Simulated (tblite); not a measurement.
C5H8N (doublet state).
Atom-mapped SMILES: `[CH3:1][CH2:2][C:3]([CH3:4])[C:5]#[N:6]` (hydrogens: H7, H8, H9 on C1; H10, H11 on C2; H12, H13, H14 on C4)

Geometry (GFN2-xTB, Å), atoms numbered from 1 in this order:
```xyz
14
C5H8N angstrom
C     -1.673   -0.417    0.363
C     -0.513   -0.623   -0.624
C      0.603    0.331   -0.362
C      1.577    0.059    0.726
C      0.691    1.486   -1.090
N      0.767    2.461   -1.716
H     -1.343   -0.582    1.386
H     -2.474   -1.117    0.141
H     -2.061    0.595    0.281
H     -0.890   -0.481   -1.639
H     -0.146   -1.649   -0.525
H      1.068    0.034    1.693
H      2.042   -0.919    0.585
H      2.352    0.821    0.760
```

Calculated harmonic vibrations of the isolated species, GFN2-xTB (tblite), most abundant isotopes, no scaling. The method is semi-empirical: single wavenumbers can be off by several per cent or more. One conformer, not necessarily the lowest. Open shells enter through the occupations alone, without spin polarisation, and single modes of such species can be off by tens of per cent. The optimisation stopped once no atom felt more than 0.01 eV/Å.

Lowest wavenumbers of the output (negative numbers stand for imaginary wavenumbers):
```
mode    cm-1
  1     -27.3
  2      62.1
  3     157.7
  4     187.2
  5     219.1
  6     325.3
  7     355.7
  8     497.3
```

Is this structure a minimum?

Not by this Hessian. 1 mode is imaginary beyond 20i (27i cm⁻¹), so at this level the point lies at or near a first-order saddle. The curvature is small, so loose convergence or finite differences may be the whole cause.

Which atoms move in the imaginary mode?

27i: C1 (carbon bonded to C and 3 H) 18 %, H13 (hydrogen on carbon) 18 %, H12 (hydrogen on carbon) 15 %. These are shares of the mass-weighted motion.

What is the remedy?

Step along that mode in both directions, optimise again with tighter thresholds and repeat the frequencies. The zero-point energy of this point (72.4 kcal/mol) counts the 35 real modes alone, and thermal corrections from it aren't those of a minimum.
